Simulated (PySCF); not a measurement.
# `InChI=1S/C5H6O/c1-3-4-5(2)6/h4H,1H2,2H3`

Geometry:
| atom | x (Å) | y (Å) | z (Å) |
| --- | --- | --- | --- |
| C1 | 2.190 | 0.756 | 0.465 |
| C2 | 1.275 | -0.129 | 0.178 |
| C3 | 0.340 | -1.007 | -0.113 |
| C4 | -1.122 | -0.715 | -0.086 |
| C5 | -1.560 | 0.663 | 0.338 |
| O6 | -1.910 | -1.576 | -0.403 |
| H7 | 2.615 | 1.400 | -0.312 |
| H8 | 2.563 | 0.875 | 1.488 |
| H9 | 0.603 | -2.029 | -0.409 |
| H10 | -1.161 | 1.421 | -0.354 |
| H11 | -1.170 | 0.906 | 1.338 |
| H12 | -2.656 | 0.704 | 0.341 |

Computed with quadratic response CAM-B3LYP/def2-SVPD first hyperpolarisability, Taylor convention, gas phase (PySCF 2.14.0). Geometry: PBE0-D3(BJ)/def2-SVP.

Problem. Give the tensor of the second harmonic β(−2ω;ω,ω) at 1064 nm in the axes of these coordinates.

Solution. In au, Taylor convention; rows are the first index (the induced dipole):
```csv
,xx,yy,zz,xy,xz,yz
x,+118.6,-32.9,-22.3,-31.3,-3.7,-3.8
y,-25.8,+0.1,-16.7,-33.0,-3.7,+12.2
z,-2.0,+12.0,-20.9,-3.9,-21.9,-16.1
```
Norm of βᵢ = ⅓ Σⱼ (βᵢⱼⱼ + βⱼᵢⱼ + βⱼⱼᵢ): 79.2 au, hyper-Rayleigh value 51.7 au.
